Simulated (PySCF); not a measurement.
**Ways to converge the SCF of Al2H6**

The same problem is solved with other solver options, one edit a run.

The runs use PySCF 2.14.0; each script names its method and basis.

## 1. The starting structure

Al2H6: 8 atoms, charge 0, spin multiplicity 1.

Bond lengths: Al1–Al2 2.548 Å, Al1–H3 1.706 Å, Al1–H4 1.706 Å, Al1–H5 1.546 Å, Al1–H6 1.546 Å, Al2–H3 1.706 Å, Al2–H4 1.706 Å, Al2–H7 1.546 Å, Al2–H8 1.546 Å. Angles: Al2–Al1–H3 41.7°, Al2–Al1–H4 41.7°, Al2–Al1–H5 115.9°, Al2–Al1–H6 115.9°, H3–Al1–H4 83.4°, H3–Al1–H5 109.1°, H3–Al1–H6 109.1°, H4–Al1–H5 109.1°, H4–Al1–H6 109.1°, H5–Al1–H6 128.1°, Al1–Al2–H3 41.7°, Al1–Al2–H4 41.7°, Al1–Al2–H7 115.9°, Al1–Al2–H8 115.9°, H3–Al2–H4 83.4°, H3–Al2–H7 109.1°, H3–Al2–H8 109.1°, H4–Al2–H7 109.1° and more.

Coordinates:

```
atom     x (Å)     y (Å)     z (Å)
 Al1   1.27420   0.00000   0.00000
 Al2  -1.27420   0.00000   0.00000
  H3   0.00000   1.13480   0.00000
  H4   0.00000  -1.13480   0.00000
  H5   1.95020   0.00000   1.39040
  H6   1.95020   0.00000  -1.39040
  H7  -1.95020   0.00000   1.39040
  H8  -1.95020   0.00000  -1.39040
```

## 2. Base script

File input.py:

```python
from pyscf import gto, scf, mcscf

mol = gto.M(
    atom='Al 1.2742 0 0; Al -1.2742 0 0; H 0 1.1348 0; H 0 -1.1348 0; H 1.9502 0 1.3904; H 1.9502 0 -1.3904; H -1.9502 0 1.3904; H -1.9502 0 -1.3904',
    basis='x2c-svpall',
    charge=0,
    spin=0,
    symmetry=True,
    verbose=4,
)
mf = scf.RHF(mol)
mf = mf.sfx2c1e()
mf.kernel()
mc = mcscf.CASSCF(mf, 5, 4)
mc.kernel()
mc.analyze()
mf.dip_moment()
print('orbital energies (hartree):', mf.mo_energy[..., max(0, mol.nelec[1]-3):mol.nelec[0]+3].round(4))
```

Started as:

```
$ OMP_NUM_THREADS=1 python input.py
```

Its log is not repeated here.

It gives: E(SCF) = -488.013284 Eh, 7 cycles, E(CAS) − E(SCF) = -0.00420 Eh, μ = 0.00 D (of the SCF density).

## 3. Convergence threshold 0.001 hartree

Edit 1 changes convergence threshold: default → 0.001 hartree.

File input.py:

```python
from pyscf import gto, scf, mcscf

mol = gto.M(
    atom='Al 1.2742 0 0; Al -1.2742 0 0; H 0 1.1348 0; H 0 -1.1348 0; H 1.9502 0 1.3904; H 1.9502 0 -1.3904; H -1.9502 0 1.3904; H -1.9502 0 -1.3904',
    basis='x2c-svpall',
    charge=0,
    spin=0,
    symmetry=True,
    verbose=4,
)
mf = scf.RHF(mol)
mf = mf.sfx2c1e()
mf.conv_tol = 0.001
mf.kernel()
mc = mcscf.CASSCF(mf, 5, 4)
mc.kernel()
mc.analyze()
mf.dip_moment()
print('orbital energies (hartree):', mf.mo_energy[..., max(0, mol.nelec[1]-3):mol.nelec[0]+3].round(4))
```

Started as:

```
$ OMP_NUM_THREADS=1 python input.py
```

## 4. Initial guess 1e

Edit 2 changes initial guess: minao → 1e.

Changes to input.py since step 2:

```diff
@@ -12,2 +12,3 @@
 mf = mf.sfx2c1e()
+mf.init_guess = '1e'
 mf.kernel()
```

## 5. Level shift 0.5 hartree

Edit 3 changes level shift: none → 0.5 hartree.

Changes to input.py since step 2:

```diff
@@ -12,2 +12,3 @@
 mf = mf.sfx2c1e()
+mf.level_shift = 0.5
 mf.kernel()
```

Before running it: what results should come out? Wanted: for each run, E(SCF); from base; gap; SCF dipole; after the SCF.

As calculated:

```
                                run  E(SCF) (hartree)  from base (eV)  cycles  gap (eV)  SCF dipole (D)                 after the SCF
                               base       -488.013284               0       7     13.78            0.00  CASSCF correlation -0.114 eV
convergence threshold 0.001 hartree       -488.013284          0.0000       4     13.78            0.00  CASSCF correlation -0.114 eV
                   initial guess 1e       -488.013284          0.0000       9     13.78            0.00  CASSCF correlation -0.114 eV
            level shift 0.5 hartree       -488.013284          0.0000      13     13.78            0.00  CASSCF correlation -0.114 eV
```

Distance from each run's final energy (log10 hartree) by cycle:

| run | cycle 1 | cycle 2 | cycle 3 | cycle 5 | cycle 8 | cycle 12 |
| --- | --- | --- | --- | --- | --- | --- |
| base | -1.5 | -2.6 | -4.2 | -7.8 | done | done |
| convergence threshold 0.001 hartree | -1.5 | -2.6 | -4.2 | done | done | done |
| initial guess 1e | 0.7 | 0.6 | -1.2 | -4.2 | -9.5 | done |
| level shift 0.5 hartree | -1.2 | -1.8 | -2.5 | -3.9 | -6.1 | -9.0 |

With convergence threshold 0.001 hartree or initial guess 1e or level shift 0.5 hartree the SCF ends at the base energy. The base needs 7 cycles and the run with level shift 0.5 hartree needs 13.
